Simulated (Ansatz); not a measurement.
## Nudged elastic band run: AlFH₄S

input.yaml

```yaml
crystal:
  periodic: [false, false, false]
  atoms:
    - { symbol: Al, position_ang: [-0.253702, -1.06111, 0.208236] }
    - { symbol: S, position_ang: [-0.366852, 1.46635, -0.399786] }
    - { symbol: H, position_ang: [-0.782249, -1.626806, -1.193032] }
    - { symbol: H, position_ang: [-1.134771, -0.983656, 1.542823] }
    - { symbol: H, position_ang: [0.706094, 1.425372, -1.24106] }
    - { symbol: F, position_ang: [1.429669, -1.094135, 0.432069] }
    - { symbol: H, position_ang: [0.401911, 1.873985, 0.65065] }
basis:
  gaussian: { orbitals: def2-SVP }
hamiltonian:
  xc: pbe
neb:
  order_check: false
  images: 7
  f_tol: 0.05
  max_iterations: 60
  final_atoms:
    - { symbol: Al, position_ang: [-0.26507592, -1.05548618, 0.16189874] }
    - { symbol: S, position_ang: [-0.28494566, 1.46989395, -0.58531878] }
    - { symbol: H, position_ang: [-0.97299806, -1.70867257, -1.11490388] }
    - { symbol: H, position_ang: [-0.94372384, -0.90268711, 1.60508042] }
    - { symbol: H, position_ang: [1.04118, 1.30601881, -0.86698256] }
    - { symbol: F, position_ang: [1.4384273, -1.0788576, 0.14670069] }
    - { symbol: H, position_ang: [-0.01276382, 1.9697907, 0.65342536] }
  initial_path:
    images:
      - { positions_ang: [[-0.253702, -1.06111, 0.208236], [-0.366852, 1.46635, -0.399786], [-0.782249, -1.626806, -1.193032], [-1.134771, -0.983656, 1.542823], [0.706094, 1.425372, -1.24106], [1.429669, -1.094135, 0.432069], [0.401911, 1.873985, 0.65065]] }
      - { positions_ang: [[-0.3124664, -1.00742355, 0.16318126], [-0.32151322, 1.52384338, -0.4515545], [-0.84851362, -1.66700691, -1.1556375], [-1.067097, -0.97669008, 1.53438296], [0.81500169, 1.19641462, -1.03569889], [1.4712329, -0.96520839, 0.28156814], [0.26345565, 1.89607093, 0.66365852]] }
      - { positions_ang: [[-0.3712308, -0.95373709, 0.11812652], [-0.27617443, 1.58133675, -0.503323], [-0.91477825, -1.70720781, -1.118243], [-0.999423, -0.96972416, 1.52594293], [0.92390939, 0.96745724, -0.83033778], [1.51279679, -0.83628179, 0.13106729], [0.12500031, 1.91815686, 0.67666705]] }
      - { positions_ang: [[-0.4299952, -0.90005064, 0.07307178], [-0.23083565, 1.63883013, -0.55509149], [-0.98104287, -1.74740872, -1.0808485], [-0.93174901, -0.96275825, 1.51750289], [1.03281708, 0.73849986, -0.62497667], [1.55436069, -0.70735518, -0.01943357], [-0.01345504, 1.9402428, 0.68967557]] }
      - { positions_ang: [[-0.4887596, -0.84636418, 0.02801704], [-0.18549687, 1.6963235, -0.60685999], [-1.04730749, -1.78760963, -1.043454], [-0.86407501, -0.95579233, 1.50906286], [1.14172478, 0.50954248, -0.41961556], [1.59592458, -0.57842858, -0.16993443], [-0.15191039, 1.96232873, 0.70268409]] }
      - { positions_ang: [[-0.43283868, -0.89864468, 0.06148746], [-0.21035907, 1.63971612, -0.60147469], [-1.02873014, -1.76787536, -1.06131647], [-0.88398722, -0.94251602, 1.53306725], [1.11658858, 0.70866156, -0.53145731], [1.55655026, -0.70353583, -0.09077565], [-0.11712375, 1.96419422, 0.69036941]] }
      - { positions_ang: [[-0.37691776, -0.95092518, 0.09495789], [-0.23522126, 1.58310873, -0.59608938], [-1.01015278, -1.7481411, -1.07917894], [-0.90389943, -0.92923972, 1.55707164], [1.09145239, 0.90778064, -0.64329906], [1.51717594, -0.82864309, -0.01161687], [-0.0823371, 1.96605971, 0.67805473]] }
      - { positions_ang: [[-0.32099684, -1.00320568, 0.12842832], [-0.26008346, 1.52650134, -0.59070408], [-0.99157542, -1.72840683, -1.09704141], [-0.92381163, -0.91596341, 1.58107603], [1.06631619, 1.10689972, -0.75514081], [1.47780162, -0.95375035, 0.06754191], [-0.04755046, 1.96792521, 0.66574004]] }
      - { positions_ang: [[-0.26507592, -1.05548618, 0.16189874], [-0.28494566, 1.46989395, -0.58531878], [-0.97299806, -1.70867257, -1.11490388], [-0.94372384, -0.90268711, 1.60508042], [1.04118, 1.30601881, -0.86698256], [1.4384273, -1.0788576, 0.14670069], [-0.01276382, 1.9697907, 0.65342536]] }
```

Run as:

```bash
$ ansatz run input.yaml --threads 1 --pin off --max-ram 2048MiB --backend cpu --events-out ev --progress --plain --runs-dir out
```

Output, in part (warnings, iteration lines, the closing report on the highest movable image, with atoms numbered from 0):

```
NEB end point (image 0): max|allowed force component| = 2.132e-2 eV/Å (the criterion of neb.relax_end_points is 1.000e-2)
NEB end point (image 8): max|allowed force component| = 2.704e-2 eV/Å (the criterion of neb.relax_end_points is 1.000e-2)
NEB iter   1: max|band force component| = 2.982e0 eV/Å  barrier→ = 0.8982 eV  barrier← = 0.8933 eV  Δτ_max = 0.2000 Å  (217 SCF iters)
NEB iter   2: max|band force component| = 1.951e0 eV/Å  barrier→ = 0.5907 eV  barrier← = 0.5858 eV  Δτ_max = 0.2000 Å  (202 SCF iters)
NEB iter   3: max|band force component| = 2.056e0 eV/Å  barrier→ = 0.5158 eV  barrier← = 0.5108 eV  Δτ_max = 0.0996 Å  (208 SCF iters)
NEB iter   4: max|band force component| = 1.280e0 eV/Å  barrier→ = 0.4663 eV  barrier← = 0.4613 eV  Δτ_max = 0.0997 Å  (185 SCF iters)
NEB iter   5: max|band force component| = 8.778e-1 eV/Å  barrier→ = 0.2758 eV  barrier← = 0.2708 eV  Δτ_max = 0.1001 Å  (184 SCF iters)
NEB iter   6: max|band force component| = 7.852e-1 eV/Å  barrier→ = 0.1723 eV  barrier← = 0.1674 eV  Δτ_max = 0.1002 Å  (184 SCF iters)
NEB iter   7: max|band force component| = 8.643e-1 eV/Å  barrier→ = 0.1096 eV  barrier← = 0.1047 eV  Δτ_max = 0.1001 Å  (183 SCF iters)
NEB iter   8: max|band force component| = 6.935e-1 eV/Å  barrier→ = 0.0747 eV  barrier← = 0.0697 eV  Δτ_max = 0.0996 Å  (184 SCF iters)
NEB iter   9: max|band force component| = 7.706e-1 eV/Å  barrier→ = 0.0463 eV  barrier← = 0.0414 eV  Δτ_max = 0.2000 Å  (184 SCF iters)
NEB iter  10: max|band force component| = 6.301e-1 eV/Å  barrier→ = 0.0220 eV  barrier← = 0.0171 eV  Δτ_max = 0.1994 Å  (187 SCF iters)
NEB iter  11: max|band force component| = 4.217e-1 eV/Å  barrier→ = 0.0212 eV  barrier← = 0.0162 eV  CI = image 4  Δτ_max = 0.1986 Å  (182 SCF iters)
NEB iter  12: max|band force component| = 1.381e0 eV/Å  barrier→ = 0.1442 eV  barrier← = 0.1393 eV  CI = image 5  Δτ_max = 0.1006 Å  (181 SCF iters)
NEB iter  13: max|band force component| = 8.162e-1 eV/Å  barrier→ = 0.0531 eV  barrier← = 0.0481 eV  CI = image 5  Δτ_max = 0.2000 Å  (178 SCF iters)
NEB iter  14: max|band force component| = 2.379e-1 eV/Å  barrier→ = 0.0082 eV  barrier← = 0.0033 eV  CI = image 5  Δτ_max = 0.1412 Å  (184 SCF iters)
NEB iter  15: max|band force component| = 1.888e-1 eV/Å  barrier→ = 0.0062 eV  barrier← = 0.0012 eV  CI = image 5  Δτ_max = 0.0627 Å  (170 SCF iters)
NEB iter  16: max|band force component| = 8.067e-2 eV/Å  barrier→ = 0.0048 eV  barrier← = -0.0002 eV  CI = image 5  Δτ_max = 0.0308 Å  (186 SCF iters)
NEB iter  17: max|band force component| = 8.326e-2 eV/Å  barrier→ = 0.0051 eV  barrier← = 0.0001 eV  CI = image 5  Δτ_max = 0.0156 Å  (181 SCF iters)
NEB iter  18: max|band force component| = 2.407e-1 eV/Å  barrier→ = 0.0044 eV  barrier← = -0.0006 eV  CI = image 7  Δτ_max = 0.0760 Å  (166 SCF iters)
NEB iter  19: max|band force component| = 7.207e-2 eV/Å  barrier→ = 0.0046 eV  barrier← = -0.0004 eV  CI = image 7  Δτ_max = 0.0140 Å  (184 SCF iters)
NEB iter  20: max|band force component| = 5.592e-2 eV/Å  barrier→ = 0.0045 eV  barrier← = -0.0005 eV  CI = image 7  Δτ_max = 0.0080 Å  (167 SCF iters)
NEB iter  21: max|band force component| = 1.943e-2 eV/Å  barrier→ = 0.0044 eV  barrier← = -0.0005 eV  CI = image 7  Δτ_max = 0.0000 Å  (316 SCF iters)
Total energy: -20197.20869965 eV, -742.2337295523 hartree
Atom 0 at    -0.270378    -1.049923     0.151669 Å, force     0.004893     0.004960     0.001095 eV/Å
Atom 1 at    -0.281196     1.473858    -0.567798 Å, force    -0.003029    -0.005098    -0.000560 eV/Å
Atom 2 at    -0.973282    -1.690893    -1.133527 Å, force     0.000820     0.000547     0.000662 eV/Å
Atom 3 at    -0.960556    -0.904493     1.589226 Å, force    -0.001839     0.001339    -0.003729 eV/Å
Atom 4 at     1.040103     1.300085    -0.864666 Å, force    -0.002609    -0.000087     0.000025 eV/Å
Atom 5 at     1.432848    -1.074725     0.147624 Å, force    -0.002415    -0.000105     0.000341 eV/Å
Atom 6 at     0.012561     1.946091     0.677373 Å, force     0.004180    -0.001558     0.002166 eV/Å
Dipole moment:    -0.011657     0.724051    -0.041402 e Å
```

It converged. The highest image is an end point: on this band no image between the ends rises above it.

Final band:

```tsv
image	path coordinate (Å)	energy (kJ/mol)
0	0.00	0.0
1	0.11	0.0
2	0.23	0.1
3	0.34	0.2
4	0.46	0.2
5	0.57	0.3
6	0.69	0.4
7	0.80	0.4
8	0.84	0.5
```

The run took 3.4 min on 1 thread of Arm Neoverse V2 (shared host), peak memory 0.13 GiB.
